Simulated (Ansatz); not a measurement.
**How far each method lies from full CI for PH⁻, doublet**

Geometry: a point of a stretch scan, not a stationary point.

```yaml
atoms:
  - { symbol: P, position_ang: [0.0000, 0.0000, 0.0000] }
  - { symbol: H, position_ang: [0.0000, 0.0000, 1.5890] }
```

Basis aug-cc-pVDZ; Ansatz 0.2.0. Correlated methods freeze the noble-gas cores, which leaves 7 electrons in 31 orbitals. Prefix R: restricted or restricted open-shell reference; prefix U: unrestricted. Active spaces: pair = (3e, 3o) about the gap; valence = (7e, 5o) chosen from the atoms' valence shells.

Full CI is exact within this basis and frozen core; it isn't the basis-set limit. The frozen core follows each run's orbitals, which can shift R against U totals by a few meV.

For open shells CISD is restricted-active-space CI with the open shells as a complete middle space.

```
UHF ⟨S²⟩                          : 0.768
T1 diagnostic (RCCSD)             : 0.0212
largest doubles amplitude (RCCSD) : 0.084
T1 diagnostic (UCCSD)             : 0.0167
```

```
   level  E − E(RHF) (eV)
     UHF          -0.1124
    RMP2          -3.3638
    UMP2          -3.3464
   RCCSD          -3.9810
   UCCSD          -3.9846
RCCSD(T)          -4.1230
UCCSD(T)          -4.1228
```

Problem. Estimate how far full CI in aug-cc-pVDZ lies from RCCSD(T). The table doesn't fix it; the size of (T) and the diagnostics are the guide.

Solution. Full CI in aug-cc-pVDZ lies 3.4 kJ/mol below RCCSD(T), which is 25 % of the (T) step (-13.7 kJ/mol). The diagnostics are small and one determinant leads, so the series closes fast and only a small part of (T) is left.

The other levels:

```tsv
level	E − E(full CI) (kJ/mol)	share of correlation (%)	wall time
CISD	37.0	90.77	0.79 s
BCCD(T)	3.4	99.14	1.2 s
RCCSDT	1.0	99.75	–
UCCSDT	1.0	99.76	–
RCCSDT(Q)	0.1	99.97	5 s
UCCSDT(Q)	0.1	99.98	6.5 s
RCCSDTQ	0.0	99.99	27 s (H100)
UCCSDTQ	0.0	99.99	30 s (H100)
CASSCF (pair space)	352.9	12.03	–
NEVPT2 (pair space)	74.3	81.47	0.76 s
MRCISD (pair space)	29.9	92.55	–
MRCISD+Q (pair space)	1.4	99.64	1.2 s
CASSCF (valence space)	348.7	13.08	–
NEVPT2 (valence space)	96.2	76.01	0.45 s
MRCISD (valence space)	29.2	92.72	–
MRCISD+Q (valence space)	1.7	99.57	0.7 s
```

The correlation energy at full CI, counted from RHF, is -4.158 eV. That run took 21 s on 2 threads of AMD EPYC 7R13 with a shared H100 80 GB, shared host over 35,359,296 determinants.

Times hold each run's SCF and search for its determinant on a shared host, so for small cases they say little of a method's own cost; rows without a card ran on 1 thread of AMD EPYC 7R13.

The full-CI state has the irrep B2 of C2v, in the program's axes (one component, if the state is degenerate).

Natural occupations of full CI about the gap: 1.953 1.919 1.913 0.983 0.056 0.035 0.021 0.021 0.019 0.017; effectively unpaired electrons, Σ n²(2−n)², 1.08.
